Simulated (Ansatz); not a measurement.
Born–Oppenheimer molecular dynamics of CHF$_{3}$ (5 atoms, charge 0, multiplicity 1). It starts from a rough guess of a transition structure, not a stationary point.

These are results of Ansatz 0.2.0, UHF/def2-mTZVP, not measurements.

```yaml
ensemble: NVE (velocity Verlet)
time_step: 0.5 fs
steps_asked: 150
starting_velocities_drawn_for: 100 K
seed: 460518
```

First frame:

```xyz
5
Properties=species:S:1:pos:R:3
C -0.489 -0.318 -0.277
F 0.128 -1.382 0.132
F 0.605 0.420 -0.983
H 0.118 0.649 0.017
F -0.362 0.631 1.111
```

Problem. What does the run give?

Solution. The run went to its last step.

```yaml
steps_done: 150
time_covered: 75 fs
mean_temperature_over_the_second_half: 10248 K
spread_of_the_potential_energy_over_the_second_half: 107.1 meV per atom
mean_potential_energy_of_the_second_half_above_the_start: -790.0 meV per atom
```

The conserved energy wandered by up to 9.7 meV per atom (net -2.3 meV per atom), which is poor conservation. The system heated up, since it started high on the potential surface and ran downhill. The start is strongly strained: it lies 1.0 eV per atom above the lowest frames. A run of 0.075 ps of so small a system gives no equilibrium averages. The orbitals stay closed-shell, which can raise the energy where a bond breaks towards radicals; this wasn't checked here.

Problem. What happens to the structure?

Solution. The step under study would form C1–H4, C1–F5 and break H4–F5. These pairs go: C1–H4 1.18 → 4.55 Å, C1–F5 1.69 → 5.02 Å, H4–F5 1.20 → 1.08 Å. In the last frame they stand as before the step (other bonds may differ from the relaxed reactants and products). These pairs come and go: their bonding changes 16 times, last at 70 of 75 fs, so the outcome isn't settled. It ends as CF2 + FH. Pairs count as bonded within 1.25 times the sum of covalent radii (0.12 Å more for H–H). Another seed would give other details.

Problem. How do temperature and energy run in time?

Solution. 
```json
{"time (fs)": "0.0", "T (K)": "100", "potential energy less start (eV)": "0.000", "conserved less start (meV/atom)": "0.00"}
{"time (fs)": "3.5", "T (K)": "4544", "potential energy less start (eV)": "-1.740", "conserved less start (meV/atom)": "-3.35"}
{"time (fs)": "7.0", "T (K)": "4392", "potential energy less start (eV)": "-1.670", "conserved less start (meV/atom)": "-1.11"}
{"time (fs)": "10.5", "T (K)": "7388", "potential energy less start (eV)": "-2.847", "conserved less start (meV/atom)": "-4.17"}
{"time (fs)": "14.0", "T (K)": "5726", "potential energy less start (eV)": "-2.190", "conserved less start (meV/atom)": "-1.57"}
{"time (fs)": "17.5", "T (K)": "8015", "potential energy less start (eV)": "-3.081", "conserved less start (meV/atom)": "-2.26"}
{"time (fs)": "21.0", "T (K)": "11388", "potential energy less start (eV)": "-4.417", "conserved less start (meV/atom)": "-7.91"}
{"time (fs)": "24.5", "T (K)": "6619", "potential energy less start (eV)": "-2.532", "conserved less start (meV/atom)": "-0.88"}
{"time (fs)": "28.0", "T (K)": "10486", "potential energy less start (eV)": "-4.062", "conserved less start (meV/atom)": "-6.91"}
{"time (fs)": "31.5", "T (K)": "9714", "potential energy less start (eV)": "-3.739", "conserved less start (meV/atom)": "-2.27"}
{"time (fs)": "35.0", "T (K)": "9567", "potential energy less start (eV)": "-3.686", "conserved less start (meV/atom)": "-3.05"}
{"time (fs)": "38.5", "T (K)": "10780", "potential energy less start (eV)": "-4.188", "conserved less start (meV/atom)": "-9.26"}
{"time (fs)": "42.0", "T (K)": "7458", "potential energy less start (eV)": "-2.859", "conserved less start (meV/atom)": "-1.08"}
{"time (fs)": "45.5", "T (K)": "11354", "potential energy less start (eV)": "-4.390", "conserved less start (meV/atom)": "-5.18"}
{"time (fs)": "49.0", "T (K)": "10721", "potential energy less start (eV)": "-4.128", "conserved less start (meV/atom)": "-1.94"}
{"time (fs)": "52.5", "T (K)": "10955", "potential energy less start (eV)": "-4.223", "conserved less start (meV/atom)": "-2.65"}
{"time (fs)": "56.0", "T (K)": "11421", "potential energy less start (eV)": "-4.428", "conserved less start (meV/atom)": "-7.54"}
{"time (fs)": "59.5", "T (K)": "8416", "potential energy less start (eV)": "-3.230", "conserved less start (meV/atom)": "-1.02"}
{"time (fs)": "63.0", "T (K)": "11577", "potential energy less start (eV)": "-4.474", "conserved less start (meV/atom)": "-4.72"}
{"time (fs)": "66.5", "T (K)": "9753", "potential energy less start (eV)": "-3.752", "conserved less start (meV/atom)": "-1.76"}
{"time (fs)": "70.0", "T (K)": "10019", "potential energy less start (eV)": "-3.859", "conserved less start (meV/atom)": "-2.54"}
{"time (fs)": "73.5", "T (K)": "11795", "potential energy less start (eV)": "-4.574", "conserved less start (meV/atom)": "-7.75"}
```

The run took 3.4 min on 1 thread of Arm Neoverse V2, with other jobs on the host, peak memory 0.15 GiB.
